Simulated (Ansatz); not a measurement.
We consider hcp Cd, described by PBEsol (PAW; Ansatz, an electronic-structure program).

Run with plane-wave cutoff 520 eV, 16×16×10 k mesh (along the axes of the cell as run), Fermi–Dirac smearing 0.1 eV, perturbation theory, force constants from a 4×4×2 q mesh, scalar-relativistic PAW data made under PBE.

Computed at the level's own relaxed cell.

```cif
data_Cd2
_chemical_formula_sum 'Cd2'
_space_group_name_H-M_alt 'P 1'
_space_group_IT_number 1
_cell_length_a 2.94999
_cell_length_b 2.94999
_cell_length_c 5.57814
_cell_angle_alpha 90.000
_cell_angle_beta 90.000
_cell_angle_gamma 120.000
loop_
_space_group_symop_operation_xyz
  'x, y, z'
loop_
_atom_site_label
_atom_site_type_symbol
_atom_site_fract_x
_atom_site_fract_y
_atom_site_fract_z
_atom_site_occupancy
Cd1 Cd 0.66667 0.33333 0.75000 1
Cd2 Cd 0.33333 0.66667 0.25000 1
```

Harmonic phonon frequencies (cm⁻¹; i marks an imaginary mode):

```json
[
 {"q point": "Γ", "frequencies": "0 0 0 39 39 97"},
 {"q point": "A", "frequencies": "[?]"}
]
```

**Question.** Fill in the missing entries.

**Answer.** 
- A, frequencies: 32 32 32 32 63 63

No imaginary mode appears at these points.
